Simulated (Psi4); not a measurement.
Process, species as SMILES: C=O (CH2-O) + 2 [H][H] (H2) → C (CH4) + O (H2O)
B3LYP-D3(BJ)/def2-TZVP geometries, fixed; electronic energies without zero-point terms.

Basis-set convergence of the energy of full hydrogenation at PBE with Psi4. All functions are spherical. Density fitting with the program's default auxiliary sets. Psi4's default fitting sets serve the pcseg sets less well. No added dispersion term, no relativity. Functions are those of the species that has most. Reference: the value in aug-cc-pVQZ, -59.26 kcal/mol, itself unsure by roughly 0.68 kcal/mol (its mean distance from def2-QZVPPD, def2-QZVPP, cc-pVQZ). Deviations are taken from unrounded values.

```csv
basis,functions,energy of full hydrogenation (kcal/mol),minus reference (kcal/mol)
STO-3G,12,-39.07,20.19
3-21G,22,-44.21,15.04
def2-SVP,38,-52.49,6.77
6-311G**,48,-54.19,5.07
pcseg-2,88,-58.76,0.50
def2-TZVPPD,111,-59.47,-0.22
"6-311++G(3df,3pd)",114,-58.92,0.33
def2-QZVPP,177,-58.68,0.57
def2-QZVPPD,195,-59.22,0.03
```
